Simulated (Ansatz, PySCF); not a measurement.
Species: methanol, CH4O, charge 0, multiplicity 1. SMILES: CO
Coordinates optimised at B3LYP-D3(BJ)/def2-TZVP (Ansatz, a quantum-chemistry and plane-wave program):
```xyz
6

C     -0.0525     0.6636    -0.0008
O     -0.0399    -0.7570     0.0018
H     -1.0978     0.9691     0.0075
H      0.8740    -1.0577    -0.0054
H      0.4365     1.0833     0.8854
H      0.4213     1.0799    -0.8968
```
Charge 0, spin multiplicity 1.


Wanted: enthalpy of formation at 298 K (from the atomisation energy, B3LYP-D3(BJ)/def2-TZVP harmonic zero-point and thermal terms from PySCF, and the atoms' enthalpies of formation in the G2/97 table; no spin-orbit terms, and no core term in the frozen-core levels), in kcal/mol. Valence correlation only, unless marked. UHF or UKS for open shells. Spin-orbit coupling is left out. No relativistic terms. The coupled-cluster limit lacks core correlation, which all-electron functionals hold. CBS(X,Y): correlation extrapolated as X^-3; Hartree-Fock from the larger set. The bracket is a focal-point correction in the basis named.

```csv
level,program,enthalpy of formation at 298 K (kcal/mol),minus last row
BHLYP-D4/def2-TZVPD,Ansatz + dftd4,-29.7,17.9
MP2/cc-pVDZ,Ansatz,-10.7,36.9
CCSD(T)/def2-SVPD,Ansatz,-28.0,19.6
CCSD(T)/cc-pVTZ,Ansatz,-35.1,12.5
CCSD(T)/def2-TZVPPD,Ansatz,-37.3,10.3
"RI-MP2/CBS(def2-TZVPP,def2-QZVPP)+[CCSD(T)-MP2]/def2-SVP",Ansatz,-51.6,-4.0
"CCSD(T)/CBS(cc-pVTZ,cc-pVQZ)",Ansatz,-47.6,0.0
```
